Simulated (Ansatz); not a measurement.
C$_{4}$H$_{7}$Cl, SMILES `C=C(Cl)CC`. Total charge 0; spin multiplicity 1.

```xyz
12

C     0.864    1.486   -1.013
C     0.254    0.320   -0.868
Cl    0.587   -0.971   -1.988
C    -0.729   -0.030    0.199
C    -0.239   -1.117    1.147
H     1.571    1.670   -1.811
H     0.653    2.288   -0.316
H    -0.949    0.885    0.757
H    -1.662   -0.350   -0.276
H    -0.997   -1.333    1.903
H    -0.027   -2.042    0.607
H     0.675   -0.806    1.658
```

Task: What are the harmonic wavenumbers in cm⁻¹ at PBE0-D4/def2-TZVP (Ansatz, finite differences of forces, unscaled)? (Estimate.)

Result: The calculation gave: 93, 218, 226, 378, 395, 582, 642, 720, 799, 881, 914, 1016, 1076, 1100, 1201, 1290, 1346, 1402, 1424, 1467, 1488, 1499, 1716, 3050, 3058, 3096, 3134, 3142, 3173, 3269.

Task: Is this a minimum?

Result: Yes, all 30 modes are real.

Task: Give the ideal-gas thermochemistry at 298.15 K and 1 bar (rigid rotor, harmonic oscillator; point group C1, symmetry number 1).

Result: Zero-point energy 261.9 kJ/mol; H(298) − E = 280.3 kJ/mol; entropy 324.5 J/(mol·K), of which translation 165.1, rotation 111.2, vibration 48.2; G(298) − E = 183.5 kJ/mol. Modes under 100 cm⁻¹ are hindered rotations or soft bends, so the harmonic entropy is rough.

Task: And at 400, 500, 600, 800 and 1000 K?

Result: 
```
T (K)  H − E (kJ/mol)  S (J/mol/K)  G − E (kJ/mol)
  400           291.3        356.1           148.8
  500           304.4        385.2           111.8
  600           319.4        412.6            71.9
  800           354.1        462.3           -15.7
 1000           393.5        506.2          -112.7
```

Task: Rotational constants (cm⁻¹)?

Result: 0.1727, 0.1068, 0.07277.
